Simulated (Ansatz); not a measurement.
Reaction (SMILES): ClCCl → Cl[CH-]Cl + H+
B3LYP-D3(BJ)/def2-TZVP geometries, fixed; electronic energies without zero-point terms.

Effect of a fitting basis named in the input at MP2/aug-cc-pV(T+d)Z with Ansatz (a program for electronic structure), against the last row, where the deprotonation energy is 386.06 kcal/mol. Cores are frozen. The default fits or decomposes integrals by the program's own choice; accuracy: high also tightens integrals, grids and stops. Cost is core time over that of fitting: def2-universal-jkfit and def2-SVP-RIFIT, rough, on shared machines of one kind.

```csv
setting,largest shift of a total energy (mEh),shift of the deprotonation energy (kcal/mol),cost
fitting: def2-universal-jkfit and def2-SVP-RIFIT,-7.195,-0.532,1×
fitting: def2-universal-jkfit and cc-pVDZ-RIFIT,-6.636,-0.654,1×
fitting: def2-universal-jkfit and cc-pVTZ-RIFIT,0.086,-0.027,0.9×
fitting: def2-universal-jkfit and aug-cc-pVTZ-RIFIT,0.283,0.027,0.9×
fitting: def2-universal-jkfit and cc-pVQZ-RIFIT,0.317,0.047,0.9×
fitting: def2-universal-jkfit and aug-cc-pVQZ-RIFIT,0.267,0.036,1×
accuracy: high,-0.001,0.000,8×
accuracy: medium (default),0.000,0.000,2×
```

Within 0.05 kcal/mol in the deprotonation energy: fitting: def2-universal-jkfit and cc-pVTZ-RIFIT; fitting: def2-universal-jkfit and aug-cc-pVTZ-RIFIT; fitting: def2-universal-jkfit and cc-pVQZ-RIFIT; fitting: def2-universal-jkfit and aug-cc-pVQZ-RIFIT; accuracy: high. The largest shift is 7.195 mEh in a total energy and 0.654 kcal/mol in the difference.
